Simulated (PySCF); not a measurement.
Computed with PySCF and rigid-rotor harmonic-oscillator thermochemistry at 1 bar. The comparison is the NASA 1993 polynomial table, which mixes measured and estimated data. 6-31G* has spherical d functions here. Open shells (unrestricted): BCl2 (multiplicity 2). B3LYP is the form with VWN-RPA correlation. The harmonic model lacks anharmonicity and excited electronic states, which grow with temperature; levels with a mode under 35 cm⁻¹ are left out. The table's entry may be an old estimate for BCl2 (not checked at source).

Harmonic frequencies at B3LYP/6-31G* (cm⁻¹): 285, 698, 974. Point group C2v; S°(298 K) = 270.5 J/mol/K at this level.

Question: Work out Cp and S° of gaseous BCl2 at 500, 800, 1200, 1600, 2000 K from these, and set them beside the table.

Answer: 
| T (K) | Cp B3LYP/6-31G* | Cp table | S° B3LYP/6-31G* | S° table |
|---|---|---|---|---|
| 500 | 51.6 | 53.1 | 295.7 | 298.7 |
| 800 | 55.2 | 56.0 | 320.9 | 324.5 |
| 1200 | 56.8 | 57.1 | 343.6 | 347.4 |
| 1600 | 57.4 | 57.6 | 360.1 | 363.9 |
| 2000 | 57.7 | 58.1 | 372.9 | 376.8 |
Units J/mol/K.
